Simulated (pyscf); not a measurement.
Single points on ωB97X-D3(BJ)/def2-SVP structures (PySCF, gas phase). Correlated levels are frozen-core, on RHF or UHF. ΔMP2 is the change of the MP2 total energy from the triple- to the quadruple-zeta basis.

Task: Estimate the classical barrier height and the reaction energy of cyclic C₂H₄BCl (SMILES ClB1CC1) → B–CH₂–CH₂–Cl [singlet] at CCSD(T)/def2-TZVPP + ΔMP2(QZVPP). The step runs on the singlet surface, breaks B–Cl, B–C and forms C–Cl; take the reactant's lowest minimum found as zero.

Result: ΔE‡ = 3.63 eV, ΔE = +2.95 eV. Zero-point energy shifts the barrier by -0.04 eV. It is a rearrangement, with an imaginary mode of 505i cm⁻¹. The same reactants have a lower exit, to B–Cl [singlet] + H₂C=CH₂ (barrier +2.76 eV at ωB97M-D3(BJ)/def2-TZVP, against +3.81 eV here). cyclic C₂H₄BCl (SMILES ClB1CC1) lies 0.56 eV over its isomer H₂C=CH–BH–Cl (electronic energy, ωB97M-D3(BJ)/def2-TZVP). B–CH₂–CH₂–Cl [singlet] lies 3.64 eV over its isomer H₂C=CH–BH–Cl (electronic energy, ωB97M-D3(BJ)/def2-TZVP). This is the saddle that the search found; another between the same sides may lie lower. The CCSD(T) − MP2 part came from Ansatz, without density fitting, on the same reference. The largest closed-shell T1 diagnostic is 0.031, which may signal static correlation.
